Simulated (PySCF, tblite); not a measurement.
**CH₄BrF, a complex of two parts: NMR shifts, interaction energy, infrared bands, spin-spin couplings, core binding energies and electronic excitations**

The task here is to estimate one member of a computed series from the others.

Programs: tblite 0.8.0 and PySCF 2.14.0. All values are calculated, for the isolated system unless a continuum is named. Atoms count from 0, parts from 1.

## Starting point

7 atoms, charge 0, multiplicity 1; geometry: rigid parts in contact. Parts: 1 = atoms 0–1, `Br`, charge 0; 2 = atoms 2–6, `CF`, charge 0.

Set-up of the first run:

What the job is given:

```
{"job": {"kind": "dock", "xc": "GFN2-xTB", "basis": "xTB"}, "charge": 0, "multiplicity": 1, "parts": [{"atoms": "0-1", "charge": 0, "multiplicity": 1}, {"atoms": "2-6", "charge": 0, "multiplicity": 1}]}
Br     0.700694     0.005840    -0.009655
H     -0.700694    -0.005840     0.009655
C     -1.077234     1.086136     2.792740
F     -0.128858     0.105693     2.805904
H     -0.819806     1.795390     2.005415
H     -2.043024     0.619960     2.594264
H     -1.074586     1.572637     3.768949
```

Method: GFN2-xTB search for minima from random contacts, gas phase.

The run is started by

```sh
$ OMP_NUM_THREADS=1 python cluster_run.py task.json out
```

This one command runs all jobs of the session in turn.

Among the steps run: Bringing the parts together with GFN2-xTB; Optimising the geometry at PBE0-D3(BJ)/def2-TZVPD; NMR shieldings: PBE0/pcSseg-2; Coupled-cluster interaction energy: CCSD(T) and MP2.

One of the session's tables, all rows but one given; the rest of the session is left out.

It belongs to the step «Coupled-cluster interaction energy: CCSD(T) and MP2». 

| method | interaction energy (kcal/mol) |
| --- | --- |
| HF/aug-cc-pVDZ | -1.19 |
| MP2/aug-cc-pVDZ | -2.90 |
| CCSD/aug-cc-pVDZ | -2.32 |
| CCSD(T)/aug-cc-pVDZ | -2.57 |
| HF/aug-cc-pVQZ | -0.99 |
| MP2/aug-cc-pVQZ | ? |
| SCS-MP2/aug-cc-pVQZ | -2.72 |
| MP2, extrapolated | -3.61 |
| CCSD(T), limit estimate | -3.28 |

Estimate the missing values for MP2/aug-cc-pVQZ.

As computed: interaction energy (kcal/mol): -3.46. In the column «interaction energy (kcal/mol)» it lies between MP2, extrapolated (-3.61) and CCSD(T), limit estimate (-3.28).
